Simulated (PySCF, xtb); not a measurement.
Homolysis of single bonds, series Al F-Br. All species are isolated molecules in the gas phase. Strings in code marks are SMILES.

Quantity: homolytic bond dissociation enthalpy at 298 K (no spin–orbit term), in kcal/mol. Thermal and zero-point terms are GFN2-xTB rigid-rotor harmonic values (xtb).

Level 1: M06-2X/def2-TZVP // PBE0-D3(BJ)/def2-TZVP (PySCF)
Level 2: PBE-D3(BJ)/def2-TZVP // PBE0-D3(BJ)/def2-TZVP (PySCF)
Level 3: B3LYP/3-21G // PBE0-D3(BJ)/def2-TZVP (PySCF)
Level 4: BP86/6-31G* // PBE0-D3(BJ)/def2-TZVP (PySCF)

| species | level 1 | level 2 | level 3 | level 4 |
|---|---|---|---|---|
| F–Al bond of `[F][Al]([F])[Br]`, giving `[F]` and `[F][Al][Br]` | 150.5 | 150.7 | 139.1 | 149.5 |
| F–Al bond of `[F][Al]([F])[F]`, giving `[F]` and `[F][Al][F]` | 151.7 | 151.5 | 141.3 | 150.8 |
| Al–Br bond of `[F][Al]([F])[Br]`, giving `[Br]` and `[F][Al][F]` | 99.3 | 100.0 | 92.8 | 99.6 |
